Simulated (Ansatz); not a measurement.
System: litharge PbO. Method: HSE06-D3(BJ) (Ansatz, a quantum-chemistry and plane-wave program, PAW).

Run with plane-wave cutoff 520 eV, 8×8×6 k mesh (along the axes of the cell as run), Fermi–Dirac smearing 0.01 eV, scalar-relativistic PAW data made under PBE.

Starting structure:

```
PbO
1.0
    3.98000     0.00000     0.00000
    0.00000     3.98000     0.00000
    0.00000     0.00000     5.02000
Pb O
2 2
Direct
  0.50000   0.00000   0.76500
  0.00000   0.50000   0.23500
  0.50000   0.50000   0.00000
  0.00000   0.00000   0.00000
```

Question: Into what structure does the relaxation of cell and atoms lead at this level, with the symmetry of the start kept?

Answer: The volume falls by 3.9 %; final space group P4/nmm.
```
PbO
1.0
    3.95050     0.00000     0.00000
    0.00000     3.95050     0.00000
    0.00000     0.00000     4.89512
Pb O
2 2
Cartesian
  1.97525   0.00000   3.71946
  0.00000   1.97525   1.17567
  1.97525   1.97525   0.00000
  0.00000   0.00000   0.00000
```
